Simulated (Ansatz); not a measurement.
**C₃H₈O (singlet): wave-function methods side by side, cc-pVDZ**

Aim: climb from Hartree-Fock through coupled cluster and multireference methods for C₃H₈O (singlet) at one geometry and basis, and see what each rung misses.

The runs use Ansatz 0.2.0, Gaussian basis; cc-pVDZ, core rule «outside noble gas», up to 4 orbitals frozen.

Plan: UHF; CCSD(T) on RHF; BCCD(T) on RHF; CISD; CCSDT(Q) on RHF; CASSCF and MRCISD+Q, 8 electrons in 8 orbitals; CASSCF and NEVPT2, 8 electrons in 8 orbitals.

21 further runs of the same task are left out: 3 that didn't finish, 18 set aside as unsound or not needed.

### Step 1. What is computed

The geometry is an MP2(full)/6-31G* stationary point (not a proven minimum).

12 atoms, charge 0, spin multiplicity 1.

Atoms are counted from 1 here; the program's logs count them from 0.

Bond lengths: O1–C2 1.419 Å, O1–C3 1.415 Å, C2–C4 1.512 Å, C2–H5 1.102 Å, C2–H6 1.102 Å, C3–H7 1.090 Å, C3–H8 1.099 Å, C3–H9 1.099 Å, C4–H10 1.092 Å, C4–H11 1.092 Å, C4–H12 1.093 Å. Angles: C2–O1–C3 111.5°, O1–C2–C4 107.8°, O1–C2–H5 110.1°, O1–C2–H6 110.1°, C4–C2–H5 110.8°, C4–C2–H6 110.8°, H5–C2–H6 107.2°, O1–C3–H7 106.9°, O1–C3–H8 111.5°, O1–C3–H9 111.5°, H7–C3–H8 109.2°, H7–C3–H9 109.2°, H8–C3–H9 108.5°, C2–C4–H10 110.1°, C2–C4–H11 110.1°, C2–C4–H12 110.6°, H10–C4–H11 108.5°, H10–C4–H12 108.8° and more.

### Step 2. UHF

in.yaml

```yaml
crystal:
  periodic: [false, false, false]
  atoms:
    - {symbol: O, position_ang: [0.017254, -0.682139, 0.000000]}
    - {symbol: C, position_ang: [0.010825, 0.736447, 0.000000]}
    - {symbol: C, position_ang: [1.335343, -1.195427, 0.000000]}
    - {symbol: C, position_ang: [-1.431344, 1.190927, 0.000000]}
    - {symbol: H, position_ang: [0.541787, 1.117086, 0.886881]}
    - {symbol: H, position_ang: [0.541787, 1.117086, -0.886881]}
    - {symbol: H, position_ang: [1.252473, -2.282723, 0.000000]}
    - {symbol: H, position_ang: [1.892154, -0.875323, -0.891710]}
    - {symbol: H, position_ang: [1.892154, -0.875323, 0.891710]}
    - {symbol: H, position_ang: [-1.944038, 0.811207, -0.885855]}
    - {symbol: H, position_ang: [-1.944038, 0.811207, 0.885855]}
    - {symbol: H, position_ang: [-1.491200, 2.282685, 0.000000]}
basis:
  gaussian: {orbitals: cc-pVDZ}
magnetization: {spin_polarized: true, initial_magnetization: 0}
hamiltonian: {xc: hf}
output: {orbitals: {seedname: orbitals}}
```

Launch:

```
> ansatz run in.yaml --threads 1 --pin off --events-out ev --progress --plain --max-ram 2880MiB --backend cpu
```

After this run come: CCSD(T) on RHF; BCCD(T) on RHF; CISD; CCSDT(Q) on RHF; CASSCF and MRCISD+Q, 8 electrons in 8 orbitals; CASSCF and NEVPT2, 8 electrons in 8 orbitals.

**Question.** What will the summary of the whole plan be? Wanted: RCCSDT(Q) below the RHF energy; RMP2 from RCCSDT(Q); RCCSD from RCCSDT(Q); RCCSD(T) from RCCSDT(Q); NEVPT2 frontier from RCCSDT(Q); MRCISD+Q frontier from RCCSDT(Q); T1 diagnostic.

**Answer**, as computed:

| quantity | value |
| --- | --- |
| RCCSDT(Q) below the RHF energy | -18.8664 eV |
| RMP2 from RCCSDT(Q) | +188.7 kJ/mol |
| RCCSD from RCCSDT(Q) | +52.4 kJ/mol |
| RCCSD(T) from RCCSDT(Q) | +5.6 kJ/mol |
| NEVPT2 frontier from RCCSDT(Q) | +238.5 kJ/mol |
| MRCISD+Q frontier from RCCSDT(Q) | +42.2 kJ/mol |
| levels within 1 kcal/mol (43 meV) | RCCSDT |
| T1 diagnostic | 0.009 |

What this shows: RCCSD(T) lands +5.6 kJ/mol from the yardstick (0.3 % of the correlation energy). Of the multireference levels listed MRCISD+Q frontier comes nearest in total energy (+42.2 kJ/mol), which doesn't show that its space is the better one. These misses are within one basis, not against nature.
